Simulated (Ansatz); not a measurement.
# PBE/cc-pVDZ run of C3H6FN (SMILES [H]/N=C(/C)CF)

What is the vertical singlet–triplet gap of C3H6FN at PBE/cc-pVDZ? 

The calculation is run with Ansatz 0.2.0.

37 further runs of the same task are left out: 37 set aside as unsound or not needed. Runs told in other sessions of the task aren't counted.

**1. The structure to begin with**

The species is C3H6FN (11 atoms), meant as a singlet with charge 0. As SMILES, `[H]/N=C(/C)CF`. The shape is that of a PBE0-D4/def2-TZVP optimisation. This is one conformer, not always the lowest.

Bond lengths: C1–C2 1.495 Å, C2–N3 1.263 Å, C2–C4 1.506 Å, C4–F5 1.374 Å, C1–H6 1.088 Å, C1–H7 1.094 Å, C1–H8 1.094 Å, N3–H9 1.021 Å, C4–H10 1.096 Å, C4–H11 1.096 Å. Some angles: C1–C2–N3 121.1°, C1–C2–C4 114.9°, N3–C2–C4 124.0°, C2–C4–F5 111.5°, C2–C1–H6 109.5°, C2–C1–H7 110.9°, C2–C1–H8 110.9°, C2–N3–H9 110.1°, C2–C4–H10 110.1°, C2–C4–H11 110.1°.

**2. The energy at PBE/cc-pVDZ**

File input.yaml:

```yaml
basis:
  gaussian:
    orbitals: cc-pVDZ
crystal:
  periodic: [false, false, false]
  atoms:
    - symbol: C
      position_ang: [-0.851800, -0.106700, 1.125200]
    - symbol: C
      position_ang: [0.034900, 0.427900, 0.047300]
    - symbol: "N"
      position_ang: [0.281100, 1.663300, -0.042300]
    - symbol: C
      position_ang: [0.588800, -0.610700, -0.891500]
    - symbol: F
      position_ang: [1.391000, -0.044000, -1.852300]
    - symbol: H
      position_ang: [-1.197600, 0.713600, 1.751300]
    - symbol: H
      position_ang: [-0.318300, -0.833200, 1.745700]
    - symbol: H
      position_ang: [-1.717000, -0.623300, 0.698700]
    - symbol: H
      position_ang: [0.901000, 1.841000, -0.834400]
    - symbol: H
      position_ang: [-0.229100, -1.140600, -1.392700]
    - symbol: H
      position_ang: [1.182500, -1.344300, -0.334400]
hamiltonian:
  xc: {name: PBE}
accuracy: high
output: {orbitals: {seedname: orbitals}}
```

Run with:

```console
$ ansatz run input.yaml --threads 1 --pin off --max-ram 2610MiB --events-out events.jsonl --progress --plain --runs-dir runs
```

The log of the run:

```text
Warning: RAYON_NUM_THREADS=1 ignored (pool sized by the plan → 1); use --threads N
Functional definition: PBE
  name "PBE"
  parameter kappa = 0.804
  parameter beta = 0.06672455060314922
  exchange = pbe_x(kappa = kappa, mu = beta*pi^2/3)
  correlation = pbe_c(beta = beta)
2422 factors; integrals over basis functions are off by at most 3.3e-9 eV
mean field evaluation 1: about -7397.5354 eV, gradient 6.3e1 eV
mean field evaluation 2: about -7384.3387 eV, gradient 9.3e1 eV
mean field evaluation 4: about -7406.6317 eV, gradient 6.6e0 eV
mean field evaluation 8: about -7406.7268 eV, gradient 7.7e-1 eV
mean field evaluation 16: about -7406.7280 eV, gradient 1.2e-4 eV
mean field -7406.72796865 eV, -272.1922323875 hartree, gradient 5.9e-8 eV, S^2 0.000000; 0 other end points of the search recorded, 0 dependent functions left out
reference -7406.72797184 eV, -272.1922325045 hartree; 20, 20 occupied and 80, 80 virtual orbitals, 2422 factors
Total energy: -7406.72797184 eV, -272.1922325045 hartree
```

It took 9.3 s on 1 thread of Arm Neoverse V2, shared host; peak memory 0.29 GiB.

**3. The triplet, same level**

File job.yaml:

```yaml
crystal:
  periodic: [false, false, false]
  atoms:
    - {symbol: C, position_ang: [-0.851800, -0.106700, 1.125200]}
    - {symbol: C, position_ang: [0.034900, 0.427900, 0.047300]}
    - {symbol: "N", position_ang: [0.281100, 1.663300, -0.042300]}
    - {symbol: C, position_ang: [0.588800, -0.610700, -0.891500]}
    - {symbol: F, position_ang: [1.391000, -0.044000, -1.852300]}
    - {symbol: H, position_ang: [-1.197600, 0.713600, 1.751300]}
    - {symbol: H, position_ang: [-0.318300, -0.833200, 1.745700]}
    - {symbol: H, position_ang: [-1.717000, -0.623300, 0.698700]}
    - {symbol: H, position_ang: [0.901000, 1.841000, -0.834400]}
    - {symbol: H, position_ang: [-0.229100, -1.140600, -1.392700]}
    - {symbol: H, position_ang: [1.182500, -1.344300, -0.334400]}
basis:
  gaussian:
    orbitals: cc-pVDZ
magnetization:
  spin_polarized: true
  initial_magnetization: 2
hamiltonian:
  xc: pbe
accuracy: high
output: {orbitals: {seedname: orbitals}}
```

Run with:

```console
$ ansatz run job.yaml --threads 1 --pin off --max-ram 2610MiB --events-out events.jsonl --progress --plain --runs-dir runs
```

The log of the run:

```text
Warning: RAYON_NUM_THREADS=1 ignored (pool sized by the plan → 1); use --threads N
Functional definition: PBE
  name "PBE"
  parameter kappa = 0.804
  parameter beta = 0.06672455060314922
  exchange = pbe_x(kappa = kappa, mu = beta*pi^2/3)
  correlation = pbe_c(beta = beta)
2422 factors; integrals over basis functions are off by at most 3.3e-9 eV
mean field evaluation 1: about -7379.6127 eV, gradient 6.1e1 eV
mean field evaluation 2: about -7199.7755 eV, gradient 1.7e2 eV
mean field evaluation 4: about -7394.8746 eV, gradient 3.8e1 eV
mean field evaluation 8: about -7401.9183 eV, gradient 1.2e0 eV
mean field evaluation 16: about -7401.9199 eV, gradient 5.4e-4 eV
mean field evaluation 32: about -7401.7901 eV, gradient 7.2e-1 eV
mean field -7401.91990869 eV, -272.0155394427 hartree, gradient 5.1e-8 eV, S^2 2.003219; 3 other end points of the search recorded, 0 dependent functions left out
reference -7401.91991200 eV, -272.0155395645 hartree; 21, 19 occupied and 79, 81 virtual orbitals, 2422 factors
Total energy: -7401.91991200 eV, -272.0155395645 hartree
```

Wall time 19 s (1 thread of Arm Neoverse V2, shared host); peak memory 0.35 GiB.

**4. Results**

At PBE/cc-pVDZ:

| quantity | value |
| --- | --- |
| singlet: total energy | -272.19223 Eh |
| singlet: HOMO energy | -5.81 eV |
| singlet: LUMO energy | -0.83 eV |
| singlet: HOMO–LUMO gap | 4.99 eV |
| triplet: total energy | -272.01554 Eh |
| triplet: HOMO energy (highest over α and β) | -1.24 eV |
| triplet: ⟨S²⟩ | 2.003 |
| vertical energy of the triplet above the singlet | 4.808 eV |

What this shows: At this shape the triplet lies 4.81 eV (111 kcal/mol) above the singlet.
